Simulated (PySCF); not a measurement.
How close is B3LYP for p-benzoquinone radical anion?

What was measured: a(1H H9/H10/H11/H12) -2.37 G [1]; a(17O O1/O6) 9.53 G [1]. Sources and the comparison follow the method.

p-benzoquinone radical anion, C6H4O2 (charge -1 and doublet state).
Cartesian coordinates in Å at the PBE0-D3(BJ)/def2-SVP level; atoms count from 1:
```
atom  x, y, z in Å
O1     2.6726    0.5452   -0.0453
C2     1.4440    0.2937   -0.0263
C3     0.4299    1.3307    0.0338
C4    -0.9134    1.0567    0.0541
C5    -1.4443   -0.2941    0.0174
O6    -2.6729   -0.5456    0.0359
C7    -0.4292   -1.3302   -0.0423
C8     0.9143   -1.0576   -0.0627
H9     0.7998    2.3619    0.0630
H10   -1.6559    1.8613    0.1001
H11   -0.7994   -2.3613   -0.0713
H12    1.6569   -1.8622   -0.1085
```

The hyperfine couplings belong to this conformer and change with its torsions.

Identity: p-benzoquinone radical anion, `O=C1C=CC(C=C1)=O` [SMILES of the parent framework; charge -1 and doublet state].

Method used: UKS B3LYP, IGLO-III on C O, pcH-1 on H, non-relativistic, mean-field spin-orbit, GIAO (PySCF 2.14.0). Whether the extra electron is bound in the gas phase wasn't checked; a finite basis holds it in any case. The geometry's basis has no diffuse functions, a weakness for an anion. No stability test was run, so a lower SCF solution isn't excluded. No frequencies were computed at this geometry's level, so the symmetric structure isn't shown to be a minimum.

| nucleus | computed a_iso (MHz) | published | in MHz | difference of magnitudes (MHz) | source |
| --- | --- | --- | --- | --- | --- |
| 1H H9/H10/H11/H12 | -6.8 | -2.37 G | -6.7 | +0.1 | [1] |
| 17O O1/O6 | -21.7 | 9.53 G | 26.7 | -5.0 | [1] absolute value |

Values published in field units are turned into MHz with the computed g_iso.

Sources: [1] measured, solution or matrix (EPR); Pople, Beveridge, Approximate Molecular Orbital Theory, McGraw-Hill 1970 (compilation of measured values).

In relative terms the largest miss is 17O O1/O6, by 19 %. The measured numbers hold vibrational averaging and, outside the gas phase, effects of the matrix or solvent; the computed ones belong to one rigid, isolated geometry and carry the errors of functional and basis. An EPR spectrum gives magnitudes, so published signs often rest on theory.

The largest Mulliken spin populations are on O6 (+0.27), O1 (+0.27), C5 (+0.08) and C2 (+0.08).

⟨S²⟩ = 0.7606 against the exact 0.7500, so spin contamination is small.
